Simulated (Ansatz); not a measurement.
Species: benzene, C$_{6}$H$_{6}$, net charge 0, singlet state. SMILES: c1ccccc1
Structure (B3LYP-D3(BJ)/def2-TZVP (Ansatz, a quantum-chemistry and plane-wave program) minimum search):
```
C
H 1 1.0826
C 1 1.3905 2 120.00
H 3 1.0826 1 120.00 2 0.00
C 3 1.3905 4 120.00 1 180.00
H 5 1.0826 3 120.00 4 0.00
C 1 1.3905 2 120.00 3 180.00
H 7 1.0826 1 120.00 2 0.00
C 7 1.3905 8 120.00 1 -180.00
H 9 1.0826 7 120.00 8 0.00
C 9 1.3905 10 120.00 7 180.00
H 11 1.0826 9 120.00 10 0.00
```
Charge 0, spin multiplicity 1.

Wanted: enthalpy of formation at 298 K, in kcal/mol. Conventions: UHF or UKS for open shells; six Cartesian d functions in 6-31G* and its kin unless marked 5d; non-relativistic; spin-orbit terms left out; 6-311+G** with 5d; LANL2DZ all-electron up to Ne. First-principles rows: single points at B3LYP-D3(BJ) geometries (Ansatz), with unscaled harmonic terms from B3LYP/6-31G* at its own minima, enthalpies of formation by atomisation with measured atoms. The Hartree-Fock reference of c1ccccc1 is unstable towards a lower, spin-broken solution.

Measured values: Active Thermochemical Tables 1.112 (ions: stationary electron), as tabulated in the package chemicals; they hold spin-orbit and core effects, anharmonicity. 

Value to compare with, the measured value: 19.9 kcal/mol.

```
level         program  enthalpy of formation at 298 K (kcal/mol)  error
------------  -------  -----------------------------------------  -----
HF/STO-3G      Ansatz                                      195.5  175.6
HF/3-21G       Ansatz                                      412.8  392.9
HF/LANL2DZ     Ansatz                                      421.6  401.7
HF/6-31G*      Ansatz                                      366.9  347.0
HF/6-311+G**   Ansatz                                      372.0  352.1
```

Among the 5 habitual levels, HF/LANL2DZ lies farthest from the measured value (401.7 kcal/mol) and HF/STO-3G nearest (175.6); 5 of 5 lie above it, and their mean absolute error is 333.9 kcal/mol, the median 352.1. One case shows no general order.

The sets are all those run for this method; runs whose electronic state is in doubt are left out.
